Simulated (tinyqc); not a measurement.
Inside a calculation. Method: ROHF in the sto-3g basis, for CH3, spin multiplicity 2. One step of it, computed by the program tinyqc.

Task: Iteration 1: Roothaan effective Fock matrix. With projectors Pc = D(beta) S, Po = (D(alpha) - D(beta)) S, Pv = 1 - D(alpha) S, the block xy is Px^T F Py; with Fc = (F(alpha) + F(beta))/2, the blocks are Fc for cc, oo, vv and cv, F(beta) for co and F(alpha) for ov.

F(alpha) (hartree), order 1C 1s, 1C 2s, 1C 2px, 1C 2py, 1C 2pz, 2H 1s, 3H 1s, 4H 1s:
```
[[-10.388617, -2.854669, -0.000014, 0.000000, 0.000670, -0.395202, -0.394571, -0.394571],
 [-2.854669, -1.176514, -0.000043, 0.000000, -0.000116, -0.441843, -0.441423, -0.441423],
 [-0.000014, -0.000043, 0.023747, 0.000000, 0.000003, -0.308919, 0.154432, 0.154432],
 [0.000000, 0.000000, 0.000000, 0.023817, 0.000000, 0.000000, -0.267405, 0.267405],
 [0.000670, -0.000116, 0.000003, 0.000000, -0.016385, 0.017261, 0.017242, 0.017242],
 [-0.395202, -0.441843, -0.308919, 0.000000, 0.017261, -0.184107, -0.097964, -0.097964],
 [-0.394571, -0.441423, 0.154432, -0.267405, 0.017242, -0.097964, -0.183918, -0.097896],
 [-0.394571, -0.441423, 0.154432, 0.267405, 0.017242, -0.097964, -0.097896, -0.183918]]
```

F(beta) (hartree), order 1C 1s, 1C 2s, 1C 2px, 1C 2py, 1C 2pz, 2H 1s, 3H 1s, 4H 1s:
```
[[-10.368147, -2.823978, -0.000014, 0.000000, -0.000506, -0.390239, -0.389615, -0.389615],
 [-2.823978, -1.037400, -0.000043, 0.000000, 0.037041, -0.414621, -0.414237, -0.414237],
 [-0.000014, -0.000043, 0.060270, 0.000000, 0.000009, -0.302122, 0.151037, 0.151037],
 [0.000000, 0.000000, 0.000000, 0.060341, 0.000000, 0.000000, -0.261527, 0.261527],
 [-0.000506, 0.037041, 0.000009, 0.000000, 0.654972, 0.017772, 0.017755, 0.017755],
 [-0.390239, -0.414621, -0.302122, 0.000000, 0.017772, -0.176035, -0.092976, -0.092976],
 [-0.389615, -0.414237, 0.151037, -0.261527, 0.017755, -0.092976, -0.175866, -0.092915],
 [-0.389615, -0.414237, 0.151037, 0.261527, 0.017755, -0.092976, -0.092915, -0.175866]]
```

D(alpha) at the start, order 1C 1s, 1C 2s, 1C 2px, 1C 2py, 1C 2pz, 2H 1s, 3H 1s, 4H 1s:
```
[[1.024745, -0.104281, 0.000053, 0.000000, -0.008065, -0.068808, -0.068746, -0.068746],
 [-0.104281, 0.499041, -0.000192, 0.000000, 0.027178, 0.166648, 0.166533, 0.166533],
 [0.000053, -0.000192, 0.650245, 0.000000, 0.000015, 0.221856, -0.110973, -0.110973],
 [0.000000, 0.000000, 0.000000, 0.650569, 0.000000, 0.000000, 0.192108, -0.192108],
 [-0.008065, 0.027178, 0.000015, 0.000000, 0.998728, -0.006171, -0.006160, -0.006160],
 [-0.068808, 0.166648, 0.221856, 0.000000, -0.006171, 0.132776, 0.019146, 0.019146],
 [-0.068746, 0.166533, -0.110973, 0.192108, -0.006160, 0.019146, 0.132602, 0.019146],
 [-0.068746, 0.166533, -0.110973, -0.192108, -0.006160, 0.019146, 0.019146, 0.132602]]
```

D(beta) at the start, order 1C 1s, 1C 2s, 1C 2px, 1C 2py, 1C 2pz, 2H 1s, 3H 1s, 4H 1s:
```
[[1.024500, -0.103470, 0.000053, 0.000000, 0.007556, -0.068773, -0.068712, -0.068712],
 [-0.103470, 0.496348, -0.000193, 0.000000, -0.024652, 0.166535, 0.166419, 0.166419],
 [0.000053, -0.000193, 0.650245, 0.000000, 0.000006, 0.221856, -0.110973, -0.110973],
 [0.000000, 0.000000, 0.000000, 0.650569, 0.000000, 0.000000, 0.192108, -0.192108],
 [0.007556, -0.024652, 0.000006, 0.000000, 0.001230, -0.008355, -0.008347, -0.008347],
 [-0.068773, 0.166535, 0.221856, 0.000000, -0.008355, 0.132771, 0.019141, 0.019141],
 [-0.068712, 0.166419, -0.110973, 0.192108, -0.008347, 0.019141, 0.132597, 0.019141],
 [-0.068712, 0.166419, -0.110973, -0.192108, -0.008347, 0.019141, 0.019141, 0.132597]]
```

overlap S, order 1C 1s, 1C 2s, 1C 2px, 1C 2py, 1C 2pz, 2H 1s, 3H 1s, 4H 1s:
```
[[1.000000, 0.248362, 0.000000, 0.000000, 0.000000, 0.033659, 0.033605, 0.033605],
 [0.248362, 1.000000, 0.000000, 0.000000, 0.000000, 0.349442, 0.349102, 0.349102],
 [0.000000, 0.000000, 1.000000, 0.000000, 0.000000, 0.366061, -0.182932, -0.182932],
 [0.000000, 0.000000, 0.000000, 1.000000, 0.000000, 0.000000, 0.316758, -0.316758],
 [0.000000, 0.000000, 0.000000, 0.000000, 1.000000, -0.021342, -0.021315, -0.021315],
 [0.033659, 0.349442, 0.366061, 0.000000, -0.021342, 1.000000, 0.065538, 0.065538],
 [0.033605, 0.349102, -0.182932, 0.316758, -0.021315, 0.065538, 1.000000, 0.065494],
 [0.033605, 0.349102, -0.182932, -0.316758, -0.021315, 0.065538, 0.065494, 1.000000]]
```

Give: effective F.

Result:

effective F (hartree), order 1C 1s, 1C 2s, 1C 2px, 1C 2py, 1C 2pz, 2H 1s, 3H 1s, 4H 1s:
```
[[-10.378, -2.839, 0.000, 0.000, 0.001, -0.393, -0.392, -0.392],
 [-2.839, -1.107, 0.000, 0.000, 0.022, -0.428, -0.428, -0.428],
 [0.000, 0.000, 0.042, 0.000, 0.000, -0.306, 0.153, 0.153],
 [0.000, 0.000, 0.000, 0.042, 0.000, 0.000, -0.264, 0.264],
 [0.001, 0.022, 0.000, 0.000, 0.319, 0.021, 0.021, 0.021],
 [-0.393, -0.428, -0.306, 0.000, 0.021, -0.180, -0.095, -0.095],
 [-0.392, -0.428, 0.153, -0.264, 0.021, -0.095, -0.180, -0.095],
 [-0.392, -0.428, 0.153, 0.264, 0.021, -0.095, -0.095, -0.180]]
```
